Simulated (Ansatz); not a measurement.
# Sodium, bcc under r²SCAN: convergence with the plane-wave cutoff

Aim: find which plane-wave cutoff is enough for energy and pressure. The geometry was relaxed under r²SCAN beforehand and stays fixed; 9 values are run, from 150 to 800 eV. Wanted are the values from which on the energy stays within 10 and 1 meV/atom, and the pressure within 0.5 GPa, of the last run. Within the series other settings stay, but some runs also write fields, which adds to their time. Spin polarisation is left out.

Method: DFT r²SCAN, plane waves with PAW, scalar-relativistic, in Ansatz 0.2.0.

## (1) The system as given

The structure is cubic, space group Im-3m (No. 229). The conventional cell has a = 4.225 Å, b = 4.225 Å, c = 4.225 Å, α = 90.00°, β = 90.00°, γ = 90.00°. Na (site symmetry m-3m) is surrounded by 8 Na at 3.66 Å.

As a file:

```xyz
1
Lattice="-2.1125 2.1125 2.1125 2.1125 -2.1125 2.1125 2.1125 2.1125 -2.1125" Properties=species:S:1:pos:R:3 pbc="T T T"
Na    0.0000    0.0000    0.0000
```

## (2) A run at the usual settings, for scale

Contents of input.yaml:

```yaml
crystal:
  lattice:
    - [-2.1125, 2.1125, 2.1125]
    - [2.1125, -2.1125, 2.1125]
    - [2.1125, 2.1125, -2.1125]
  atoms:
    - { symbol: Na, position: [0.0, 0.0, 0.0] }
hamiltonian:
  xc: r2scan
  pseudopotentials:
    kind: paw
    azcp:
      Na: "pseudopotentials/Na.paw.azcp"
basis:
  ecutwfc: 500
  fft_grid_basis: typed
kpoints:
  mp_grid: { grid: [17, 17, 17], shift: [0, 0, 0] }
magnetization:
  spin_polarized: false
scf:
  occupations: { method: fermi_dirac, width: 0.1 }
  lower_state_search: "off"
output:
  stress: true
  write_density: true
  write_potential: true
  elf: true
  volumetric_format: npy
```

Launch:

```console
> ansatz run input.yaml --threads 2 --pin off --max-ram 5120MiB --backend cpu --events-out ev --progress --plain --runs-dir out
```

## (3) With a cutoff of 150 eV

The run at 150 eV.

input.yaml, as its differences from that of step 2:

```diff
@@ -14,6 +14,6 @@
 basis:
-  ecutwfc: 500
+  ecutwfc: 150
   fft_grid_basis: typed
 kpoints:
-  mp_grid: { grid: [17, 17, 17], shift: [0, 0, 0] }
+  mp_grid: { grid: [11, 11, 11], shift: [0, 0, 0] }
 magnetization:
@@ -25,5 +25 @@
   stress: true
-  write_density: true
-  write_potential: true
-  elf: true
-  volumetric_format: npy
```

## (4) With a cutoff of 200 eV

The run at 200 eV.

input.yaml, as its differences from that of step 3:

```diff
@@ -14,3 +14,3 @@
 basis:
-  ecutwfc: 150
+  ecutwfc: 200
   fft_grid_basis: typed
```

## (5) With a cutoff of 250 eV

The run at 250 eV.

input.yaml, as its differences from that of step 4:

```diff
@@ -14,3 +14,3 @@
 basis:
-  ecutwfc: 200
+  ecutwfc: 250
   fft_grid_basis: typed
```

## (6) With a cutoff of 300 eV

The run at 300 eV.

input.yaml, as its differences from that of step 5:

```diff
@@ -14,3 +14,3 @@
 basis:
-  ecutwfc: 250
+  ecutwfc: 300
   fft_grid_basis: typed
```

## (7) With a cutoff of 350 eV

The run at 350 eV.

input.yaml, as its differences from that of step 6:

```diff
@@ -14,3 +14,3 @@
 basis:
-  ecutwfc: 300
+  ecutwfc: 350
   fft_grid_basis: typed
```

## (8) With a cutoff of 420 eV

The run at 420 eV.

input.yaml, as its differences from that of step 7:

```diff
@@ -14,3 +14,3 @@
 basis:
-  ecutwfc: 350
+  ecutwfc: 420
   fft_grid_basis: typed
@@ -25 +25,5 @@
   stress: true
+  write_density: true
+  write_potential: true
+  elf: true
+  volumetric_format: npy
```

## (9) With a cutoff of 500 eV

The run at 500 eV.

input.yaml, as its differences from that of step 8:

```diff
@@ -14,3 +14,3 @@
 basis:
-  ecutwfc: 420
+  ecutwfc: 500
   fft_grid_basis: typed
@@ -25,5 +25 @@
   stress: true
-  write_density: true
-  write_potential: true
-  elf: true
-  volumetric_format: npy
```

## (10) With a cutoff of 600 eV

The run at 600 eV.

input.yaml, as its differences from that of step 9:

```diff
@@ -14,3 +14,3 @@
 basis:
-  ecutwfc: 500
+  ecutwfc: 600
   fft_grid_basis: typed
```

## (11) With a cutoff of 800 eV

The run at 800 eV.

input.yaml, as its differences from that of step 10:

```diff
@@ -14,3 +14,3 @@
 basis:
-  ecutwfc: 600
+  ecutwfc: 800
   fft_grid_basis: typed
```

(Steps that only read results are left out.)

**Question.** What will these runs give?

**Answer**, as computed:

| quantity | value |
| --- | --- |
| E(σ → 0) stays within 10 meV/atom of 800 eV | from 350 eV on |
| E(σ → 0) stays within 1 meV/atom | from 500 eV on |
| pressure stays within 0.5 GPa | from 150 eV on |
| pressure at 800 eV | -0.01 GPa |
| CPU time, dearest over cheapest | 6.1 |
| run at the usual settings (mesh 17×17×17 against the series' 11×11×11, 500 eV) | +3.5 meV/atom from 800 eV, 0.01 GPa |

At 150 eV the energy differs by +18620 meV/atom and the pressure by +0.2 GPa. The energy falls at each step up in cutoff, as the variational principle asks. 1 meV/atom is reached at 500 eV; energy differences often converge earlier, as errors cancel.
